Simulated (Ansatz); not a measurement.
C3H8N, SMILES `[CH2]N(C)C` radical, one more setting.

```yaml
crystal:
  periodic: [false, false, false]
  atoms:
    - {symbol: C, position_ang: [-0.262676, 1.447348, -0.284074]}
    - {symbol: N, position_ang: [0.229174, 0.184007, -0.061369]}
    - {symbol: C, position_ang: [0.213011, -0.302325, 1.292804]}
    - {symbol: C, position_ang: [-0.033414, -0.813780, -1.064379]}
    - {symbol: H, position_ang: [-0.119295, 2.175604, 0.502864]}
    - {symbol: H, position_ang: [-0.309007, 1.781837, -1.311769]}
    - {symbol: H, position_ang: [-0.794531, -0.608862, 1.614890]}
    - {symbol: H, position_ang: [0.562699, 0.480770, 1.967457]}
    - {symbol: H, position_ang: [0.880775, -1.161756, 1.386588]}
    - {symbol: H, position_ang: [-1.070565, -1.182153, -1.026120]}
    - {symbol: H, position_ang: [0.141852, -0.391993, -2.055366]}
    - {symbol: H, position_ang: [0.639077, -1.663697, -0.927524]}
basis:
  gaussian: {orbitals: "6-31++G**"}
magnetization: {spin_polarized: false, initial_magnetization: 1}
hamiltonian: {xc: {name: wB97}}
output: {forces: true}
```

```sh
$ ansatz run in.yaml --threads 4 --pin off --events-out ev --progress --plain --max-ram 10444MiB
```

It prints (some lines left out):

```
Functional definition: wB97
1282 factors; their error is unknown
464 factors; integrals over basis functions are off by at most 1.6e-5 eV
mean field evaluation 1: about -4725.3004 eV, gradient 3.9e1 eV
mean field evaluation 2: about -4726.4499 eV, gradient 3.1e1 eV
mean field evaluation 4: about -4729.2126 eV, gradient 1.8e0 eV
mean field evaluation 8: about -4729.2311 eV, gradient 1.1e-1 eV
mean field evaluation 16: about -4729.1499 eV, gradient 7.4e-5 eV
mean field -4729.14993524 eV, -173.7930545871 hartree, gradient 7.4e-5 eV, S^2 0.750000; 0 other end points of the search recorded, 0 dependent functions left out
reference -4729.14992189 eV, -173.7930540964 hartree; 17, 16 occupied and 107, 108 virtual orbitals, 1282 factors
Total energy: -4729.14992189 eV, -173.7930540964 hartree
Atom 0 at    -0.262676     1.447348    -0.284074 Å, force    -0.229479     0.216199    -0.022915 eV/Å
Atom 1 at     0.229174     0.184007    -0.061369 Å, force     0.260532    -0.032176    -0.020280 eV/Å
Atom 2 at     0.213011    -0.302325     1.292804 Å, force    -0.046285    -0.085058     0.225776 eV/Å
Atom 3 at    -0.033414    -0.813780    -1.064379 Å, force    -0.086254    -0.168242    -0.157028 eV/Å
Atom 4 at    -0.119295     2.175604     0.502864 Å, force     0.037725     0.124920     0.128824 eV/Å
Atom 5 at    -0.309007     1.781837    -1.311769 Å, force     0.006117     0.059417    -0.173351 eV/Å
Atom 6 at    -0.794531    -0.608862     1.614890 Å, force    -0.117104    -0.027404     0.004357 eV/Å
Atom 7 at     0.562699     0.480770     1.967457 Å, force     0.057422     0.099958     0.092768 eV/Å
Atom 8 at     0.880775    -1.161756     1.386588 Å, force     0.099318    -0.107699     0.015462 eV/Å
Atom 9 at    -1.070565    -1.182153    -1.026120 Å, force    -0.114383    -0.021741     0.030514 eV/Å
Atom 10 at     0.141852    -0.391993    -2.055366 Å, force     0.033633     0.050511    -0.134877 eV/Å
Atom 11 at     0.639077    -1.663697    -0.927524 Å, force     0.098757    -0.108685     0.010749 eV/Å
Dipole moment:     0.085799    -0.239636     0.043023 e Å
```

Hardware: 4 threads of an Arm Neoverse V2 on a shared host. Wall time 4.4 s, peak host memory 0.34 GiB.
